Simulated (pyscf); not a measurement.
## Substitution at C: `[CH3][OH]` + `[O]` [triplet] -> `[CH3][O]` [doublet] + `[OH]` [doublet]

Gas phase, triplet surface, charge 0. Bonds broken: C1–O2. Bonds formed: C1–O7. Structures and frequencies: ωB97X-D3(BJ)/def2-SVP in PySCF. Correlated levels are frozen-core, on RHF or UHF. ΔMP2 is the change of the MP2 total energy from the triple- to the quadruple-zeta basis.

Transition state (Å):

```xyz
7

C     -0.6551    -0.4526    -0.3512
O     -1.1860     0.7765     0.7952
H      0.3727    -0.0894    -0.2101
H     -1.3472    -0.0169    -1.0854
H     -0.9978    -1.2913     0.2522
H     -0.9395     1.6200     0.3808
O     -0.0009    -1.2693    -1.7030
```

One imaginary mode, 1332i cm⁻¹; descent along it reached the two sides named, in the forms told below.

```json
[
 {"bond": "C1–O2", "change": "breaks", "reactant side (Å)": "1.407", "saddle": "1.763", "product side": "3.2"},
 {"bond": "C1–O7", "change": "forms", "reactant side (Å)": "3.2", "saddle": "1.709", "product side": "1.362"}
]
```

Electronic energies relative to the separated reactants (kcal/mol):

```
level                             barrier  reaction energy  reverse barrier
--------------------------------  -------  ---------------  ---------------
ωB97X-D3(BJ)/def2-TZVP               42.9             +2.3             40.7
PBE/def2-TZVP                        21.1             -2.7             23.8
r²SCAN/def2-TZVP                     28.6             -2.4             31.1
B3LYP-D3(BJ)/def2-TZVP               34.6             +0.1             34.5
PBE0-D3(BJ)/def2-TZVP                37.7             +1.5             36.2
M06-2X/def2-TZVP                     44.5             +5.0             39.5
ωB97M-D3(BJ)/def2-TZVP               43.0             +3.4             39.5
HF/def2-TZVP                         73.0            +10.2             62.8
MP2/def2-QZVPP                       56.4            +11.3             45.0
CCSD/def2-TZVPP                      51.2             +7.5             43.6
CCSD(T)/def2-TZVPP                   46.5             +7.4             39.1
CCSD(T)/def2-TZVPP + ΔMP2(QZVPP)     45.6             +6.9             38.8
```

With CCSD(T)/def2-TZVPP + ΔMP2(QZVPP) energies and thermal terms (ideal gas, 1 atm, RRHO with modes under 100 cm⁻¹ raised to 100, one conformer, R ln 2 for chiral ones without a mode under 150 cm⁻¹), in kcal/mol:

```tsv
T (K)	ΔH‡	ΔG‡	ΔH	ΔG
298	43.2	50.1	+3.3	+1.5
600	43.5	57.0	+3.5	-0.4
900	43.7	63.7	+3.3	-2.3
1200	43.6	70.4	+3.1	-4.1
```

On the product side the descent ends in a complex (not fully relaxed), 5.4 kcal/mol under the separated species and 46.1 kcal/mol under the saddle at ωB97X-D3(BJ)/def2-TZVP. H₃C–O• + OH• also meet on a surface of lower spin, which isn't treated here. H₃C–O• lies 7.0 kcal/mol over its isomer •H₂C–OH (electronic energy, ωB97M-D3(BJ)). This is the saddle that the search found; another between the same sides may lie lower. The angle at the attacked C is 164°. The CCSD(T) − MP2 part came from Ansatz, without density fitting, on the same reference. A UHF reference is spin-contaminated (<S²> up to 2.20), which harms MP2 most. Left out: orbital degeneracy and the spin-orbit lowering of OH, O. The orbital near-degeneracy of the XH₃O or XH₃S radical is left out.
